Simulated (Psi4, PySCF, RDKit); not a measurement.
Torsional profile of SMILES O=CC=O (C₂H₂O₂). Scanned: dihedral O1–C2–C3–O4; all other coordinates were relaxed at GFN2-xTB. Points at φ and −φ are mirror images. Heavy atoms are numbered in the order of the SMILES O=CC=O, hydrogens after them in the order of the atoms that carry them; the mirror image has the same energies with the sign of each dihedral reversed.

- RMP2/3-21G = restricted MP2 (frozen core)/3-21G // GFN2-xTB (PySCF 2.14.0)
- MMFF94 // GFN2-xTB (RDKit)
- HF/cc-pVTZ // GFN2-xTB (Psi4)
- MP2/cc-pVTZ = Psi4 1.11 with DF-MP2 (frozen core)/cc-pVTZ // GFN2-xTB

Energies relative to the lowest point of each profile, in kJ/mol:

```
φ / °  RMP2/3-21G  MMFF94  HF/cc-pVTZ
-----  ----------  ------  ----------
-140         16.2     9.0         8.5
-120         31.2    17.6        18.7
-100         41.7    26.0        27.5
-20          20.1    30.7        24.1
0            17.1    31.9        23.7
20           20.1    30.7        24.1
40           27.8    28.8        25.5
60           36.4    28.6        27.7
80           42.2    29.0        29.3
120          31.2    17.6        18.7
140          16.2     9.0         8.5
180           0.0     0.0         0.0
```

Question: What does MP2/cc-pVTZ give at the same points?

Answer: -140: 9.0; -120: 20.2; -100: 29.7; -20: 19.2; 0: 18.1; 20: 19.2; 40: 22.5; 60: 27.2; 80: 30.7; 120: 20.2; 140: 9.0; 180: 0.0 (kJ/mol).
